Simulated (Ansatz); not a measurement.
Results of PBE-D3(BJ) (PAW; Ansatz, an electronic-structure program) for rock-salt HfN.

Numerical settings: plane-wave cutoff 520 eV, 22×22×22 k mesh, Fermi–Dirac smearing 0.05 eV, scalar-relativistic PAW data made under PBE.

Pressure at four volumes; x = ln(V/11.516 Å³). One pressure is withheld.

| V (Å³/atom) | x | P (GPa) |
|---|---|---|
| 10.825 | -0.0619 | ? |
| 11.056 | -0.0408 | 12.29 |
| 11.516 | 0.0000 | 0.00 |
| 12.207 | 0.0583 | -14.18 |

Task: Pass a parabola P(x) through the three rows shown, estimate the bulk modulus and its pressure derivative near zero pressure, and predict the withheld pressure.

Result: Slopes between the rows: (0.00 − (12.29))/(0.0000 − (-0.0408)) = -301.23 and (-14.18 − (0.00))/(0.0583 − (0.0000)) = -243.22 GPa. Their difference over the span 0.0991 is c = 58.01/0.0991 = 585.4 GPa, so P(x) = 12.29 + (-301.23)(x − (-0.0408)) + 585.4 (x − (-0.0408))(x − (0.0000)). At the middle row B = −dP/dx = −[-301.23 + 585.4 × 0.0408] = 277.3 GPa, and B′ = dB/dP = 2c/B = 4.2. At x = -0.0619 the parabola gives 19.41 GPa; the run gives 19.48 GPa. The Birch–Murnaghan fit to the energies at all volumes has B0 = 276 GPa and B′ = 4.3.

Measured, for comparison: bulk modulus 260 GPa (room temperature, not corrected to a static lattice, our sources range from 260 to 306; as tabulated in Synthesis of Binary Transition Metal Nitrides, Carbides and Borides from the …). Computed (rounded) less measured: bulk modulus not scored (sources differ).

Spin–orbit coupling is not included.
